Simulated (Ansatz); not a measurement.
Input file:

```yaml
crystal:
  periodic: [false, false, false]
  atoms:
    - {symbol: N, position_ang: [-0.015433, -0.009008, 1.617940]}
    - {symbol: Si, position_ang: [-0.016266, -0.025151, -0.033013]}
    - {symbol: O, position_ang: [0.031698, 0.034159, -1.584927]}
basis:
  gaussian: {orbitals: cc-pVDZ, point_charges: [{charge: -1.00, position_ang: [4.093, 0.592, 0.972]}]}
magnetization: {spin_polarized: false, initial_magnetization: 1}
hamiltonian: {pseudopotentials: {relativity: none}}
correlation: {method: mp2, electrons: all}
```

```sh
$ ansatz run in.yaml --threads 1 --pin off --events-out ev --progress --plain --max-ram 2393MiB
```

Task: Roughly how long does this take on 1 thread of AMD EPYC 9R45, shared host, and how much host memory?

Result: 0.93 s wall and 0.1 GiB.

```
450 factors; integrals over basis functions are off by at most 6.2e-4 eV
mean field evaluation 1: about -11373.9569 eV, gradient 4.2e1 eV
mean field evaluation 2: about -11374.0054 eV, gradient 4.2e1 eV
mean field evaluation 4: about -11377.8636 eV, gradient 3.7e0 eV
mean field evaluation 8: about -11377.9357 eV, gradient 5.3e-1 eV
mean field evaluation 16: about -11377.9401 eV, gradient 1.2e-6 eV
mean field evaluation 32: about -11377.9337 eV, gradient 7.4e-1 eV
mean field evaluation 64: about -11368.5444 eV, gradient 4.7e1 eV
mean field evaluation 96: about -11377.9400 eV, gradient 8.9e-3 eV
mean field -11377.94008001 eV, -418.1315856956 hartree, gradient 4.4e-6 eV, S^2 0.750000; 7 other end points of the search recorded, 0 dependent functions left out
mean field evaluation 128: about -11378.0275 eV, gradient 5.0e-1 eV
mean field evaluation 160: about -11377.6624 eV, gradient 2.6e0 eV
mean field evaluation 192: about -11377.9479 eV, gradient 2.6e-2 eV
reference -11377.94008001 eV, -418.1315856956 hartree; 15, 14 occupied and 31, 32 virtual orbitals, 450 factors
second order -11.61319510 eV of doubles, -0.05748888 eV of singles
Total energy: -11389.61076399 eV, -418.5604754212 hartree
```
